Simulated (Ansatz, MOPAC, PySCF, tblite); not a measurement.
Potential energy curve for NH, triplet.

PM7, unrestricted, heats of formation (MOPAC); GFN2-xTB, 300 K electronic temperature (tblite); UKS-B3LYP/6-31G* = unrestricted B3LYP/6-31G*, spherical d in PySCF; FCI = full CI/aug-cc-pVDZ, frozen core (Ansatz, a program for electronic structure).

Energies relative to the lowest point of each curve near equilibrium, in mEh; the last columns give the difference from FCI:

| R / Å | PM7 | GFN2-xTB | UKS-B3LYP/6-31G* | FCI | PM7 − FCI | GFN2-xTB − FCI | UKS-B3LYP/6-31G* − FCI |
|---|---|---|---|---|---|---|---|
| 0.83 | 13.2 | 43.5 | 53.0 | 54.9 | -41.7 | -11.4 | -2.0 |
| 0.88 | 5.6 | 20.6 | 27.7 | 29.0 | -23.4 | -8.4 | -1.3 |
| 0.93 | 1.4 | 7.5 | 12.1 | 12.9 | -11.5 | -5.4 | -0.8 |
| 0.99 | 0.0 | 0.7 | 2.5 | 2.8 | -2.8 | -2.2 | -0.3 |
| 1.00 | 0.1 | 0.2 | 1.7 | 1.9 | -1.8 | -1.7 | -0.3 |
| 1.04 | 1.5 | 0.0 | 0.0 | 0.0 | 1.5 | 0.0 | 0.0 |
| 1.08 | 4.2 | 1.7 | 0.6 | 0.4 | 3.8 | 1.4 | 0.2 |
| 1.09 | 5.0 | 2.4 | 1.0 | 0.7 | 4.3 | 1.6 | 0.3 |
| 1.16 | 12.9 | 9.0 | 6.5 | 5.9 | 7.0 | 3.1 | 0.7 |
| 1.19 | 17.1 | 12.6 | 9.9 | 9.1 | 8.0 | 3.5 | 0.8 |
| 1.28 | 32.0 | 25.0 | 22.3 | 20.9 | 11.2 | 4.1 | 1.5 |
| 1.40 | 55.2 | 43.2 | 41.5 | 38.8 | 16.4 | 4.4 | 2.7 |
| 1.55 | 83.9 | 66.5 | 65.7 | 60.6 | 23.3 | 6.0 | 5.1 |
| 1.71 | 106.6 | 90.3 | 87.9 | 80.1 | 26.5 | 10.2 | 7.9 |
| 1.89 | 121.0 | 113.9 | 105.8 | 96.0 | 25.0 | 17.8 | 9.8 |
| 2.09 | 128.7 | 135.5 | 117.8 | 107.0 | 21.7 | 28.5 | 10.8 |
| 2.27 | 132.0 | 151.0 | 124.1 | 112.6 | 19.5 | 38.5 | 11.6 |
| 2.56 | 134.4 | 169.4 | 129.5 | 116.8 | 17.6 | 52.7 | 12.7 |
| 2.84 | 135.2 | — | 131.9 | 118.4 | 16.8 | — | 13.5 |
| 3.13 | 135.5 | — | 133.1 | 119.0 | 16.4 | — | 14.1 |
| 3.62 | 135.6 | — | 134.0 | 119.5 | 16.1 | — | 14.5 |
| 4.14 | 135.6 | — | 134.2 | 119.6 | 16.0 | — | 14.6 |

PM7 is furthest from FCI at 0.83 (-41.7 mEh, below); its mean absolute difference over the points is 15.1 mEh.

GFN2-xTB is furthest from FCI at 2.56 (52.7 mEh, above); its mean absolute difference over the points is 11.2 mEh.

UKS-B3LYP/6-31G* is furthest from FCI at 4.14 (14.6 mEh, above); its mean absolute difference over the points is 5.7 mEh.

Dashes: no converged value, or the column stops at the first point that the program doubted or that broke a chosen test of continuity, which isn't proof of a fault.

The unrestricted determinant behind UKS-B3LYP/6-31G* is spin-contaminated at 1.71 to 4.14 Å (<S²> up to 3.0, against 2.00 for a pure triplet).
